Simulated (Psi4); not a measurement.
This Psi4 input (PBE0/aug-cc-pVDZ) gives -114.98788 Eh with 73 basis functions.

```
memory 8100 MB

molecule {
-1 1
C    -0.01960273    0.53041536    0.01007793
O     0.02915470   -0.78887498   -0.01498868
H    -1.06290528    1.00482270    0.02799415
H     0.48134512    1.04526317    0.90330047
H     0.46593892    1.07842182   -0.87185278
}

set {
  basis aug-cc-pvdz
  scf_type df
}

energy('pbe0')
print_variables()
```

Change:
```diff
- basis aug-cc-pvdz
+ basis 6-311++g(3df,3pd)
```

### Question
What does the run give now?

### Answer
-115.01285 Eh (PBE0/6-311++G(3df,3pd), 132 functions), a change of -24.97 mEh.
